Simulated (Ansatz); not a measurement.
Worked example: correlation energy of SnH$_{4}$, triplet

Geometry: that of the SnH4, singlet, kept fixed. The singlet lies 7.6 eV lower here.

```xyz
5

Sn    0.0000    0.0000    0.0000
H     0.9788    0.9872    0.9851
H    -0.9890   -0.9799    0.9822
H    -0.9784    0.9802   -0.9924
H     0.9886   -0.9875   -0.9749
```

Basis def2-TZVPP with its core potentials; Ansatz 0.2.0. Correlated methods freeze the noble-gas cores and the filled d shells of p-block atoms, which leaves 8 electrons in 97 orbitals. Prefix R: restricted or restricted open-shell reference; prefix U: unrestricted. No spin–orbit coupling is included; scalar relativity enters through the core potentials alone.

Full CI isn't at hand for all of this; UCCSDT(Q) serves as the reference, and is uncertain by about the last step of the cluster series.

Runs differ by some tens of microhartree through their thresholds and, for an open shell, their frozen cores, so steps under 0.03 kcal/mol mean nothing.

```json
{"level": "UHF", "total energy (hartree)": "-215.374114"}
{"level": "UMP2", "total energy (hartree)": "-215.490329"}
{"level": "UCCSD", "total energy (hartree)": "-215.517816"}
{"level": "UCCSD(T)", "total energy (hartree)": "-215.522395"}
{"level": "UCCSDT", "total energy (hartree)": "-215.524132"}
{"level": "UCCSDT(Q)", "total energy (hartree)": "-215.524467"}
```

Q: What is the correlation energy at UCCSDT(Q), and what share of it do UMP2 and UCCSD recover?

A: E(corr) = -215.524467 − (-215.374114) = -0.150353 hartree = -4.091 eV. UMP2: -0.116215 / -0.150353 = 77.29 %. UCCSD: -0.143702 / -0.150353 = 95.58 %.

Q: By how many kcal/mol does UCCSD(T) miss UCCSDT(Q) (1 hartree = 627.509 kcal/mol), and which steps make up the rest?

A: -215.522395 − (-215.524467) = 0.002072 hartree = 1.30 kcal/mol. Steps: UCCSDT − UCCSD(T) = -1.09, UCCSDT(Q) − UCCSDT = -0.21 kcal/mol. Differences between like states or geometries often cancel part of this.
